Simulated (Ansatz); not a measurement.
Two isomers of C3H4FN: A = `N=C1CC1F`, B = `C=C=C(N)F`.

Gas-phase electronic energies from Ansatz, PBE0-D4/def2-TZVP geometries. CCSD(T)/CBS is the MP2 limit (def2-TZVPP, def2-QZVPP) plus CCSD(T) − MP2 in def2-TZVPP, frozen cores. Functionals use def2-TZVPP. One conformer a species, not always the lowest.

A:

Z-matrix (Å, degrees):
```
C
C 1 1.462
C 1 1.526 2 58.6
H 1 1.086 2 121.7 3 -105.3
H 1 1.087 2 115.6 3 106.9
N 2 1.252 1 144.7 3 -173.9
F 3 1.361 1 118.9 2 109.1
H 3 1.086 1 117.8 2 -110.1
H 6 1.022 2 110.4 1 172.6
```

B:

```xyz
9

C     1.047   -0.637    1.426
C     0.311    0.011    0.571
C    -0.491    0.607   -0.270
N    -1.038    0.108   -1.438
F    -0.936    1.850   -0.023
H     2.130   -0.534    1.444
H     0.613   -1.306    2.167
H    -0.915    0.728   -2.229
H    -0.721   -0.826   -1.648
```

(1) Which is lower in electronic energy at CCSD(T)/CBS, and by how much? (Best estimate.)

(2) Give E(B) − E(A) in kJ/mol with HF/def2-TZVPP, CCSD(T)/def2-SVP, CCSD/def2-TZVPP, CCSD(T)/def2-TZVPP, PBE-D4, MP2/def2-TZVPP, ωB97M-V. (An estimate is asked.)

(3) Does the order hold for the free energy at 298.15 K (harmonic terms from PBE0-D4)? (Best estimate.)

Largest T1 diagnostic: 0.012.

Answers

(1) Ansatz gave: B, by 32.0 kJ/mol.

(2) Ansatz gave: HF/def2-TZVPP -34.7, CCSD(T)/def2-SVP -19.3, CCSD/def2-TZVPP -27.8, CCSD(T)/def2-TZVPP -29.1, PBE-D4 -30.1, MP2/def2-TZVPP -24.7, ωB97M-V -28.4. None reverses the order clearly.

(3) The calculation gave: Yes: G(B) − G(A) = -34.9 kJ/mol, for one conformer each.

At CCSD(T), def2-SVP lies +12.7 kJ/mol from the extrapolated value and def2-TZVPP +2.9 kJ/mol. From BLYP to BHLYP (50 % exact exchange), in def2-TZVPP and without D4, E(B) − E(A) moves by +11.2 kJ/mol.
